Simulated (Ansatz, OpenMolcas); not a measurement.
# How methods differ on BHCl2 (SMILES [H]B(Cl)Cl)

BHCl2 has 4 atoms, charge 0, and is taken as a singlet. As SMILES, `[H]B(Cl)Cl`. The coordinates come from a GFN2-xTB relaxation.

```xyz
4

B    -0.0673   -0.1124    0.0012
Cl    1.6334   -0.1458    0.0126
Cl   -0.8935    1.3753   -0.0175
H    -0.6726   -1.1172    0.0037
```

Each level gives the energy change with the B1–Cl2 bond stretched from 1.701 to 4.253 Å (eV). The values are calculated.

```csv
level,kind,program,value (eV),less FCI/STO-3G,CPU time (all runs)
B3LYP/STO-3G (restricted),global hybrid,Ansatz,6.75,+1.71,4.2 s
B3LYP/STO-3G (unrestricted),global hybrid,OpenMolcas,5.58,+0.54,16 s
BHLYP/STO-3G (restricted),global hybrid,Ansatz,7.77,+2.73,4.1 s
M06-2X/STO-3G (restricted),hybrid meta-GGA,OpenMolcas,7.71,+2.67,32 s
PBE0/STO-3G (restricted),global hybrid,Ansatz,7.19,+2.15,4.1 s
r2SCAN0/STO-3G (restricted),hybrid meta-GGA,Ansatz,7.37,+2.33,12 s
wB97X/STO-3G (restricted),range-separated hybrid,Ansatz,8.07,+3.03,18 s
"CASPT2(2,2)/STO-3G",multireference,OpenMolcas,4.99,-0.05,3.3 s
FCI/STO-3G,exact in the basis,OpenMolcas,5.04,0.00,3.4 min
```

FCI/STO-3G is exact within its basis and frozen core, so for wave-function methods in that basis the difference is their error; functionals converge differently with the basis, so for them it is only a difference. The first shape isn't each level's own minimum. The values span 4.99 to 8.07 eV. Spin contamination of the reference (⟨S²⟩ at least 0.1 too high) touches B3LYP/STO-3G. All rows use very small basis sets, so even the best lies far from the true value. Times are those of the runs behind each value, whatever else they computed, on shared processors of several kinds: orders of magnitude only.
